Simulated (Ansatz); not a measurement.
Predict the output of the script below (the Python package of Ansatz (0.2.0)).

The script, `ch2no_states.py`:
```python
from dataclasses import dataclass
import warnings

import ansatz
import numpy as np


@dataclass
class Options:
    basis: str = "cc-pVDZ"
    xc: str = "PBE"


opts = Options()

GEOMETRY = """
N    -0.53130   -0.03080    0.00630
C     0.80180   -0.50570    0.16290
O     1.77780    0.25470   -0.06820
H    -0.71420    0.95030   -0.30100
H    -1.33420   -0.66840    0.20010
"""

warnings.simplefilter("ignore", ansatz.DeckWarning)

molecule = ansatz.Crystal.molecule()
for line in GEOMETRY.strip().splitlines():
    symbol, *xyz = line.split()
    molecule = molecule.atom(symbol, [float(v) for v in xyz])
symbols = [site.symbol for site in molecule.cartesian_sites]

start = np.array([site.position_ang for site in molecule.cartesian_sites])
for factor in [1.0, 1.25, 1.6]:
    xyz = (start - start.mean(axis=0)) * factor
    scaled = ansatz.Crystal.molecule()
    for symbol, place in zip(symbols, xyz):
        scaled = scaled.atom(symbol, place.tolist())
    calculation = (
        scaled.calculation()
        .basis(gaussian=opts.basis)
        .functional(opts.xc)
        .spin("collinear", total=1)
    )
    for search in ("off", "standard"):
        try:
            summary = calculation.scf(lower_state_search=search).run().report
        except ansatz.AnsatzError as error:
            print(f"x{factor} search {search}: {type(error).__name__}")
            continue
        state = summary["mean_field"]["state"]
        print(f"all distances x{factor}, search {search:8s} E = {summary['free_energy_ev']:.5f} eV  <S^2> = {abs(state['spin_squared']):.3f}  other states met: {len(summary['mean_field']['others'])}")
```

```console
$ python ch2no_states.py
all distances x1.0, search off      E = -4600.16130 eV  <S^2> = 0.752  other states met: 0
all distances x1.0, search standard E = -4600.16130 eV  <S^2> = 0.752  other states met: 0
all distances x1.25, search off      E = -4593.84807 eV  <S^2> = 0.756  other states met: 0
all distances x1.25, search standard E = -4593.84807 eV  <S^2> = 0.756  other states met: 4
all distances x1.6, search off      E = -4586.00779 eV  <S^2> = 1.588  other states met: 0
all distances x1.6, search standard E = -4586.00779 eV  <S^2> = 1.588  other states met: 11
```

What to keep in mind:
- Total energies depend on the basis set; only differences at equal settings carry meaning.
- The count of other states can hold repeated and symmetry-equivalent ends of the search; scaling all distances is a test, and for more than two atoms no physical path.
- The geometry comes from a force field and isn't relaxed at this level.
- The species is open-shell (spin multiplicity 2).
- The expectation value of S² is noticeably off S(S+1) in at least one run, so that state is spin-contaminated.
- It ran for 13 s on 1 thread of Arm Neoverse V1, with other jobs on the host, peak memory 0.18 GiB.

(Lines on the test bed's own set-up are left out of the output.)
